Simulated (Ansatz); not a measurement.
Two isomers of C3H9NO: A = `CNCOC`, B = `CC(C)(N)O`.

Gas-phase electronic energies from Ansatz, PBE0-D4/def2-TZVP geometries. CCSD(T)/CBS is the MP2 limit (def2-TZVPP, def2-QZVPP) plus CCSD(T) − MP2 in def2-TZVPP, frozen cores. Functionals use def2-TZVPP. B3LYP here is the variant with VWN-RPA as its local correlation; programs differ in this. One conformer a species, not always the lowest.

(1) Which isomer does CCSD(T)/CBS put lower? Give the gap. (An estimate is asked.)

(2) Give E(B) − E(A) in kJ/mol with ωB97M-V, PBE-D4, MP2/def2-TZVPP, B3LYP-D4, B3LYP, LDA (SPW92), CCSD(T)/def2-SVP. (Estimate.)

(3) Does the order hold for the free energy at 298.15 K (harmonic terms from PBE0-D4)? (An estimate is asked.)

Largest T1 diagnostic: 0.010.

Results:

(1) Ansatz gave: B, by 91.3 kJ/mol.

(2) Computed: ωB97M-V -85.7, PBE-D4 -77.2, MP2/def2-TZVPP -93.0, B3LYP-D4 -73.7, B3LYP -70.9, LDA (SPW92) -83.3, CCSD(T)/def2-SVP -79.8. None reverses the order clearly.

(3) Ansatz gave: Yes: G(B) − G(A) = -93.0 kJ/mol, for one conformer each.

In def2-TZVPP, CCSD(T) changes the Hartree–Fock value by −15.3 kJ/mol (the triples alone add −1.2 kJ/mol) and MP2 by −21.4 kJ/mol. From BLYP to BHLYP (50 % exact exchange), in def2-TZVPP and without D4, E(B) − E(A) moves by −9.3 kJ/mol.
